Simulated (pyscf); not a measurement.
# Four-centre exchange: HO–Si:–OH (SMILES O[Si]O) [singlet] + NH₃ (SMILES N) -> H₂O (SMILES O) + H₂N–Si:–OH (SMILES N[Si]O) [singlet]

Gas phase, singlet surface, charge 0. Bonds broken: O1–Si2, N6–H7. Bonds formed: O1–H7, Si2–N6. PySCF, gas phase, ωB97X-D3(BJ)/def2-SVP geometries. Correlated levels are frozen-core, on RHF or UHF. ΔMP2 is the change of the MP2 total energy from the triple- to the quadruple-zeta basis.

Transition state (Å):

```xyz
9

O     -1.9402     0.5373     0.2302
Si    -0.3342    -0.3396     0.9487
O     -0.6224    -1.8377     0.2071
H     -2.6705    -0.0524    -0.0026
H     -0.8461    -1.8803    -0.7301
N      0.2085     0.5769    -0.6632
H     -1.1352     0.7345    -0.5909
H      0.6494     0.0054    -1.3850
H      0.7633     1.4255    -0.5478
```

One imaginary mode, 1077i cm⁻¹; descent along it reached the two sides named, in the forms told below.

```tsv
bond	change	reactant side (Å)	saddle	product side
O1–Si2	breaks	1.725	1.966	2.419
N6–H7	breaks	1.023	1.355	2.568
O1–H7	forms	2.437	1.167	0.968
Si2–N6	forms	2.146	1.932	1.754
```

Electronic energies relative to the separated reactants (eV):

```json
[
 {"level": "ωB97X-D3(BJ)/def2-TZVP", "barrier": "0.67", "reaction energy": "+0.42", "reverse barrier": "0.25"},
 {"level": "PBE/def2-TZVP", "barrier": "0.56", "reaction energy": "+0.44", "reverse barrier": "0.13"},
 {"level": "r²SCAN/def2-TZVP", "barrier": "0.62", "reaction energy": "+0.44", "reverse barrier": "0.18"},
 {"level": "B3LYP-D3(BJ)/def2-TZVP", "barrier": "0.72", "reaction energy": "+0.45", "reverse barrier": "0.27"},
 {"level": "PBE0-D3(BJ)/def2-TZVP", "barrier": "0.57", "reaction energy": "+0.40", "reverse barrier": "0.16"},
 {"level": "M06-2X/def2-TZVP", "barrier": "0.65", "reaction energy": "+0.43", "reverse barrier": "0.22"},
 {"level": "ωB97M-D3(BJ)/def2-TZVP", "barrier": "0.72", "reaction energy": "+0.46", "reverse barrier": "0.27"},
 {"level": "HF/def2-TZVP", "barrier": "1.40", "reaction energy": "+0.47", "reverse barrier": "0.93"},
 {"level": "MP2/def2-QZVPP", "barrier": "0.73", "reaction energy": "+0.39", "reverse barrier": "0.34"},
 {"level": "CCSD/def2-TZVPP", "barrier": "0.90", "reaction energy": "+0.42", "reverse barrier": "0.49"},
 {"level": "CCSD(T)/def2-TZVPP", "barrier": "0.81", "reaction energy": "+0.42", "reverse barrier": "0.39"},
 {"level": "CCSD(T)/def2-TZVPP + ΔMP2(QZVPP)", "barrier": "0.81", "reaction energy": "+0.40", "reverse barrier": "0.42"}
]
```

With CCSD(T)/def2-TZVPP + ΔMP2(QZVPP) energies and thermal terms (ideal gas, 1 atm, RRHO with modes under 100 cm⁻¹ raised to 100, one conformer, R ln 2 for chiral ones without a mode under 150 cm⁻¹), in eV:

| T (K) | ΔH‡ | ΔG‡ | ΔH | ΔG |
|---|---|---|---|---|
| 298 | 0.74 | 1.21 | +0.39 | +0.38 |
| 600 | 0.76 | 1.68 | +0.40 | +0.38 |
| 900 | 0.79 | 2.13 | +0.41 | +0.37 |
| 1200 | 0.83 | 2.57 | +0.41 | +0.35 |

On the reactant side the descent ends in an adduct with a N–Si contact, 0.51 eV under the separated species and 1.18 eV under the saddle at ωB97X-D3(BJ)/def2-TZVP. What is counted as formed (N–Si) is already present as a longer contact in the reactant adduct; forming that adduct is a step of its own. One saddle was located; it need not be the lowest between these sides. The CCSD(T) − MP2 part came from Ansatz, without density fitting, on the same reference.
